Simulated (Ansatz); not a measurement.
Energy needed to pull apart BH2O2 (SMILES [O]BO), doublet, into free ground-state atoms, from the structure below (displaced at random from a GFN2-xTB minimum); no zero-point or spin–orbit terms; open-shell atoms are treated unrestricted, in their ground-state multiplicity.

```csv
atom,x (Å),y (Å),z (Å)
O1,-0.2819,-1.4014,-0.4007
B2,-0.3003,-0.1351,-0.1395
O3,0.5403,0.7946,0.4008
H4,-1.3649,0.3671,-0.6224
H5,1.3218,0.4385,0.7565
```

Ansatz 0.2.0; basis: def2-TZVPP; cores frozen in the correlated methods; orbitals are unrestricted.

```
    method  atomization energy (kJ/mol)
    PBE-D4                         2015
 r2SCAN-D4                         1973
   PBE0-D4                         1941
r2SCANh-D4                         1948
  HSE06-D4                            ?
   wB97M-V                         1949
        HF                         1395
       MP2                         1916
      CCSD                            ?
   CCSD(T)                         1872
```

What does CCSD give? (Judge from chemistry; the value comes from the calculation.)

By the calculation: 1840 kJ/mol, which is about 32 kJ/mol less than CCSD(T)/def2-TZVPP.

What does HSE06-D4 give? (To be estimated.)

Computed: 1943 kJ/mol, which is about 71 kJ/mol more than CCSD(T)/def2-TZVPP.

In triple zeta the MP2 and coupled-cluster atomization energies are still short of their basis limit by a few kcal/mol a bond, whereas those of the functionals are nearly converged, so these differences are not deviations from converged CCSD(T).

T1 diagnostic: at most 0.030. ⟨S²⟩ of the unrestricted Hartree–Fock references: 0.76 (a pure state has 0.75).

For scale, one of the runs: CCSD(T)/def2-TZVPP forces, 121 basis functions (an equivalent command: `ansatz run in.yaml --threads 4`). Time: 88 s of wall clock on 4 CPU threads; the host was shared. Peak host memory: 2.2 GiB.
